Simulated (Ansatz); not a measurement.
Basis-set extrapolation for `C=CC(Cl)OC` (PBE0-D4/def2-TZVP geometry, frozen core, the Gaussian-basis code of Ansatz). Multiplicity 1, RHF reference.

```json
{"": "HF", "def2-TZVPP": "-689.976374", "def2-QZVPP": "-689.999650"}
{"": "MP2 correlation", "def2-TZVPP": "-1.091823", "def2-QZVPP": "-1.173135"}
{"": "CCSD(T) correlation", "def2-TZVPP": "-1.192560", "def2-QZVPP": "not run"}
```

Energies in hartree. Use E(X) = E(∞) + A·exp(−7.88·√X) for Hartree–Fock and E(X) = E(∞) + B·X^(−2.97) for correlation, with X = 3 and 4, and add CCSD(T) minus MP2 of the smaller set to the MP2 limit.

Problem. What is the CCSD(T) energy at the basis-set limit?

Solution. HF limit: -689.999650 + (-0.023276) × 0.13774 = -690.00286. MP2 limit: -1.173135 + (-0.081312) × 0.74074 = -1.23337. Higher-order term: -1.192560 − (-1.091823) = -0.10074. Total: -691.33697 hartree, 441.2 kJ/mol below CCSD(T)/def2-TZVPP.
